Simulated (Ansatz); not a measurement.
Input for Ansatz (development build ahead of 0.2.0):

```yaml
crystal:
  periodic: [false, false, false]
  atoms:
    - { symbol: C, position_ang: [0.0, 0.0, -0.51841] }
    - { symbol: "N", position_ang: [0.0, 0.0, 0.67779] }
    - { symbol: H, position_ang: [0.0, 0.0, -1.58741] }
basis:
  gaussian: { orbitals: cc-pVTZ }
hamiltonian:
  xc: hf
correlation:
  method: mp2
  frozen_orbitals: { C: 1, H: 0, "N": 1 }
output:
  forces: true
```

The input is written out in the form of the current development build from the run's settings.

The run gave:

```
Converged                                                          : yes
Reference energy                                                   : -92.89788 hartree
Correlation energy                                                 : -0.35414 hartree
Total energy                                                       : -93.25201 hartree
Spin squared of the determinant                                    : 0.000
Stability test                                                     : minimum among restricted orbitals
Occupied orbitals by symmetry in an Abelian subgroup (alpha; beta) : 5 A1 1 B1 1 B2; 5 A1 1 B1 1 B2
```

Forces (eV/Å):
```tsv
atom	Fx	Fy	Fz
C1	0.000	0.000	2.651
N2	0.000	0.000	-2.789
H3	0.000	0.000	0.138
```
